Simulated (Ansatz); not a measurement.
For hcp Ru, PBE-D3(BJ) (Ansatz, a first-principles code, PAW) gives:

| Item | Result |
|---|---|
| equilibrium lattice constant a | 2.699 Å |
| lattice parameter c | 4.263 Å |

### Question
What does PBE0 (Ansatz, plane waves, PAW) give for the same quantities?

### Answer

- lattice constant a: 2.681 Å (falls by 0.7 %)
- lattice parameter c: 4.238 Å (falls by 0.6 %)

For comparison: lattice constant a 2.706 Å (measured, 293 K, no zero-point or thermal correction, our sources range from 2.700 to 2.706; as tabulated in Wikipedia's data pages); lattice parameter c 4.282 Å (measured, 293 K, not corrected to a static lattice; as tabulated in Wikipedia's data pages).

Changes are worked out from the printed values.

Unless a cell is named, each level is at its own relaxed cell (PBE-D3(BJ) 13.45, PBE0 13.19 Å³/atom).

Ansatz's density-functional and Hartree–Fock values are scalar-relativistic unless marked +SOC, with PAW data made under PBE.
